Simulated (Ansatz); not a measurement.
Scan of Cl4Si, singlet: flattening of a tetrahedron along the D2d path, bond length relaxed. Scanned: the two opposite Cl-Si-Cl angles (109.47 = tetrahedral, 180 = square planar). Other coordinates (Si-Cl bond length) were minimised at B3LYP/def2-TZVP.

Method: restricted PBE/def2-TZVP (Ansatz, an electronic-structure program).

Scanned values (°): 90, 95, 100, 105, 109.47, 115, 120, 130, 140, 150, 160, 170, 180.

**Question.** At which scan points does the profile have its minima and maxima, and how high do they lie?

**Answer.** Lower than their neighbours: 109.47° (0.0 kcal/mol). Higher than their neighbours: 90° (17.9 kcal/mol, end of the scan), 180° (57.0 kcal/mol, end of the scan). The whole profile spans 57.0 kcal/mol.
